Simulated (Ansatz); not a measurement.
BH₄N, singlet: energies of several shapes or isomers

Program: Ansatz, Gaussian basis, development build. Basis cc-pVDZ, nonrelativistic, 2 orbitals frozen in the corrections; active space CAS(2,2). Restricted Hartree–Fock, then the lowest state-specific CASSCF solution met for each case. Coupled cluster stands on the determinant that it favours, not always the lowest RHF. Single-reference values can break down or jump between states where bonds are stretched. Solutions in different active orbitals can move differences by tenths of an eV and at times more than 1 eV.

Case A:

```xyz
6

B     0.0000    0.0000   -0.7800
N     0.0000    0.0000    0.6125
H     0.0000    1.0455   -1.3584
H     0.0000   -1.0455   -1.3584
H    -0.8463    0.0000    1.1647
H     0.8463    0.0000    1.1647
```

Case B:

```xyz
6

B     0.0000    0.0000   -0.7800
N     0.0000    0.0000    0.6125
H     0.0000    1.0455   -1.3584
H     0.0000   -1.0455   -1.3584
H     0.0000    0.8463    1.1647
H     0.0000   -0.8463    1.1647
```

Case C:

```xyz
6

B     0.0000    0.0000   -0.7800
N     0.0000    0.0000    0.6125
H    -0.2990   -1.0018   -1.3584
H     0.2990    1.0018   -1.3584
H     0.4023   -0.7446    1.1647
H    -0.4023    0.7446    1.1647
```

Case D:

```xyz
6

B     0.0000    0.0000   -0.7800
N     0.0000    0.0000    0.6125
H    -0.3645   -0.9799   -1.3584
H     0.3645    0.9799   -1.3584
H     0.6199   -0.5762    1.1647
H    -0.6199    0.5762    1.1647
```

Energy less that of case A, in eV:

| case | RHF/ROHF | CASSCF | CCSD(T) |
| --- | --- | --- | --- |
| B | -1.592 | -1.616 | -1.829 |
| C | -0.915 | -0.934 | -1.109 |
| D | -0.309 | -0.318 | -0.404 |

(1) What does SC-NEVPT2 give for these differences?

(2) Which case is lowest, and do the methods agree?

## Answers

(1) B: -1.809 eV; C: -1.083 eV; D: -0.387 eV.

(2) B is lowest in SC-NEVPT2. Of the methods shown, RHF/ROHF, CASSCF, CCSD(T) agree.
